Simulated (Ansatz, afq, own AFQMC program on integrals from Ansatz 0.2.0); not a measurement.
# H₂O + H, doublet: a scan with AFQMC

| atom | x (Å) | y (Å) | z (Å) |
| --- | --- | --- | --- |
| O | -0.1399 | -0.0491 | 0.0000 |
| H | -0.3893 | 0.8775 | 0.0000 |
| H | 0.8196 | -0.0491 | 0.0000 |
| H | 1.7911 | -0.0491 | 0.0000 |

A hydrogen atom is moved from one rigid fragment to the other; the O1–H3 distance tells how far. The two fragments are held close together, so this isn't a minimum-energy path and the start is a compressed complex. Energies in kcal/mol count from this geometry (0.960 Å) at the same level; the start stands on UHF, each point on the determinant named.

Basis cc-pVTZ. Noble-gas cores (and the filled d shells of Ga–Kr and In–Xe) are frozen. AFQMC by an in-house program on the Cholesky factors that Ansatz 0.2.0 writes for its CCSD(T) run. The CISD trial takes its coefficients from CCSD amplitudes. Released means that phaseless walkers are propagated on without the constraint, phases kept. Uncertainties: one standard error, sampling alone.

```
r(O1–H3) / Å  det.     T1  weight  ⟨S²⟩   HF  B3LYP  CCSD(T)
       1.024   UHF  0.013    0.93  0.77  3.0   -0.2      1.1
       1.057   UHF  0.014    0.93  0.78  4.8    0.4      2.5
       1.089   UHF  0.016    0.92  0.78  6.4    1.4      4.1
       1.121   UHF  0.019    0.92  0.78  7.6    2.6      5.8
       1.186   UHF  0.023    0.92  0.78  8.8    5.9      9.5
```

Q: Estimate the curve of CCSDT(Q), counted from the same start.

A: 
```tsv
r(O1–H3) / Å	det.	T1	weight	⟨S²⟩	CCSDT(Q)	ph-AFQMC/CISD	released AFQMC
1.024	UHF	0.013	0.93	0.77	1.1	1.1 ± 0.1	0.9 ± 0.2
1.057	UHF	0.014	0.93	0.78	2.4	2.4 ± 0.1	2.5 ± 0.2
1.089	UHF	0.016	0.92	0.78	4.0	4.1 ± 0.1	4.2 ± 0.2
1.121	UHF	0.019	0.92	0.78	5.6	5.8 ± 0.1	5.6 ± 0.2
1.186	UHF	0.023	0.92	0.78	9.4	9.5 ± 0.1	–
```

Weight is that of the determinant in the CISD state; at the start T1 is 0.012 and the weight 0.93, and ⟨S²⟩ is 0.76. A dash marks a missing value, a released energy that hasn't settled or a functional that sits on another state. Largest departures from CCSDT(Q), at the points where its series has closed: CCSD(T) 0.1 kcal/mol at 1.186 (on UHF), ph-AFQMC/CISD 0.2 kcal/mol at 1.121 (on UHF) (within the noise), released AFQMC 0.2 kcal/mol at 1.089 (on UHF) (within the noise), HF 2.4 kcal/mol at 1.089 (on UHF), B3LYP -3.5 kcal/mol at 1.186. Functionals count only at points shown to share the start's state and spin.

A walk keeps the symmetry of its determinant, which the program's search chose and which needn't be the lowest solution, so a lower state of the same spin and another symmetry isn't excluded. Released energies are given only where the last usable release times agree within the noise; a slower fall can still hide under it.
